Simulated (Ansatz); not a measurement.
**Pulling the pair apart**

The pair of CH5N (SMILES CN, atoms 1–7) and CH4 (SMILES C, atoms 8–12), both closed shells, in one local arrangement (a lower one may exist), relaxed at PBE0-D4/def2-TZVP:

```
12
angstrom
C 0.4314 -0.0512 -1.6085
N -0.9117 0.3545 -1.2297
H 0.6106 -0.1266 -2.6906
H 0.6549 -1.0233 -1.1633
H 1.1528 0.6591 -1.1985
H -1.5979 -0.2948 -1.5920
H -1.1342 1.2629 -1.6157
C 0.1573 -0.1554 2.2171
H 1.2027 0.1498 2.1591
H -0.3486 0.0817 1.2798
H -0.3247 0.3721 3.0407
H 0.1073 -1.2291 2.4015
```

CH4 is shifted rigidly along the line between the mean atom positions of the two fragments (negative: closer). Counterpoise interaction energies in kcal/mol. Program: Ansatz 0.2.0. Basis: def2-TZVPPD. Cores are frozen in the correlated methods.

```tsv
shift (Å)	PBE0-D4	wB97M-V	PBE-D4
-0.36	-0.44	-0.11	-0.58
-0.18	-1.10	-0.84	-1.24
0.00	-1.30	-1.07	-1.43
0.18	-1.27	-1.07	-1.39
0.44	-1.08	-0.91	-1.18
0.91	-0.68	-0.56	-0.74
1.82	-0.24	-0.20	-0.25
3.64	-0.04	-0.03	-0.04
```

(1) What does CCSD(T) give at these shifts? (To be estimated.)

No T1 diagnostic of these runs exceeds 0.009.

Results:

(1) By the calculation: 0.11, -0.69, -0.97, -1.01, -0.88, -0.56, -0.20, -0.03 kcal/mol. For zero shift, CCSD(T) at an estimated basis limit (MP2 extrapolated from triple and quadruple zeta, plus CCSD(T) − MP2 in triple zeta) gives -1.11 kcal/mol. These are counterpoise interaction energies, counted from the two frozen fragments.

For scale, one of the runs: CCSD(T)/def2-TZVPPD, 264 basis functions, launched by `ansatz run in.yaml --threads 4 --pin off --events-out ev --progress --plain --max-ram 9574MiB`. The run took 2.1 min on 4 CPU threads of an Arm Neoverse V1 (shared host), with 6.6 GiB of host memory at its peak.
